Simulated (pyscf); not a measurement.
Optimised with ωB97X-D3(BJ)/def2-SVP in PySCF.

Problem. For `[OH][Si]([OH])[Cl]` [doublet] + `[H][H]` -> `[OH][SiH]([OH])[Cl]` + `[H]` [doublet], a hydrogen abstraction (doublet surface; H–H broken, H–Si formed), PBE/def2-TZVP gives ΔE‡ = 0.55 eV and ΔE = +0.50 eV (zero: the separated reactants). In which direction and how far do r²SCAN/def2-TZVP, M06-2X/def2-TZVP, ωB97M-D3(BJ)/def2-TZVP move these?

Solution. r²SCAN: ΔE‡ = 0.56 eV, ΔE = +0.51 eV; M06-2X: ΔE‡ = 0.79 eV, ΔE = +0.42 eV; ωB97M-D3(BJ): ΔE‡ = 0.60 eV, ΔE = +0.29 eV. PBE's barrier lies under all of them, by 0.01 to 0.24 eV. Its reaction energy lies among theirs. One saddle was located; it need not be the lowest between these sides. The angle at the transferred H is 178°.
